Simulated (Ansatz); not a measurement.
Two shapes of singlet CH4O.

Shape 1:

```xyz
6

C     0.0000   -0.0296   -0.6489
O     0.0000   -0.0656    0.7479
H     0.0000   -1.0687   -1.0110
H    -0.8949    0.4658   -1.0751
H     0.8949    0.4658   -1.0751
H     0.0000    0.8400    1.0713
```

Shape 2:

```xyz
6

C    -0.0174    0.0168   -0.6425
O    -0.0400   -0.0384    0.7607
H    -0.0123   -1.0215   -1.0222
H    -0.8763    0.4428   -1.0348
H     0.9009    0.4674   -1.1247
H    -0.0135    0.8745    1.1048
```

Basis set: cc-pVDZ (spherical functions). Correlated methods keep 2 orbitals frozen. Charge 0, multiplicity 1.

Computed with Ansatz (development build ahead of 0.2.0); each method stands on the lowest determinant of its kind that the runs found.

**Question.** Which shape is lower in energy, and by how much in each method?

**Answer.**

```csv
method,E(2) − E(1) (eV)
RHF,0.150
RHF-MP2,0.139
```

Shape 1 is lower.
